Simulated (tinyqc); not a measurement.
Ways to converge the cycle: SCF convergence aids in the sto-3g basis, for CH, spin multiplicity 4. Computed by the program tinyqc with PySCF. UHF with one setting changed at a time; a run stops when the energy changes by less than 1e-09 hartree and the error matrix is below 1e-5. The start is random orbitals. Damping d keeps d of the old density; a shift (hartree) raises the virtual levels; DIIS n extrapolates F over n matrices.

Geometry (angstrom):
```
atom       x       y       z
C     0.0000  0.0000  0.0000
H     0.0000  0.0000  1.6930
```

lowest solution found by these runs and by PySCF with stability checks = -37.683572 hartree

Largest element of the error matrix X^T (FDS - SDF) X:
```
iteration    plain  damping 0.3  damping 0.6  shift 0.4   DIIS 3   DIIS 8
1          3.6e+00      3.6e+00      3.6e+00    3.6e+00  3.6e+00  3.6e+00
2          2.0e-01      1.1e+00      2.0e+00    2.4e-01  2.0e-01  2.0e-01
3          1.9e-01      3.8e-01      1.3e+00    1.1e-01  1.9e-01  1.9e-01
4          5.0e-02      1.3e-01      7.8e-01    9.4e-02  8.7e-02  8.7e-02
5          1.7e-02      4.8e-02      4.9e-01    8.8e-02  1.2e-02  1.2e-02
6          6.9e-03      1.7e-02      3.1e-01    7.7e-02  4.1e-03  2.6e-03
8          4.7e-03      5.3e-03      1.3e-01    5.3e-02  2.5e-03  3.7e-03
10         5.6e-03      3.2e-03      5.2e-02    3.0e-02  3.0e-03  2.3e-02
14         8.8e-03      4.1e-03      2.1e-02    8.1e-03  5.2e-03  4.0e-03
20         2.0e-02      6.0e-03      8.6e-03    2.4e-03  2.5e-03  4.5e-03
30         9.0e-03      1.5e-02      1.8e-03    2.5e-03  3.3e-03  3.5e-03
45         1.7e-04      1.5e-02      6.6e-04    4.1e-03  6.4e-03  3.0e-03
60               -      8.1e-04      2.8e-04    1.1e-02  2.8e-03  2.7e-03
```

How each run ends:
```
run          iterations  E (hartree)                                                        state
plain                57   -37.683572                                                 lowest found
damping 0.3         >60   -37.683559  falls steadily but slowly, by a factor of about 0.83 a step
damping 0.6         >60   -37.683570  falls steadily but slowly, by a factor of about 0.94 a step
shift 0.4           >60   -37.645079                                      wanders without falling
DIIS 3              >60   -37.640916                                      wanders without falling
DIIS 8              >60   -37.640928                                      wanders without falling
```

What does the comparison show, and why?

1 of 6 runs reach the lowest solution found, in 57 to 57 iterations (fastest: plain). Not converged: damping 0.3, damping 0.6, shift 0.4, DIIS 3, DIIS 8. Plain steps already contract here, so damping only slows them. DIIS minimises the error, not the energy, so it can stall or settle near a saddle, and its small system turns near-singular when few rotations are active.
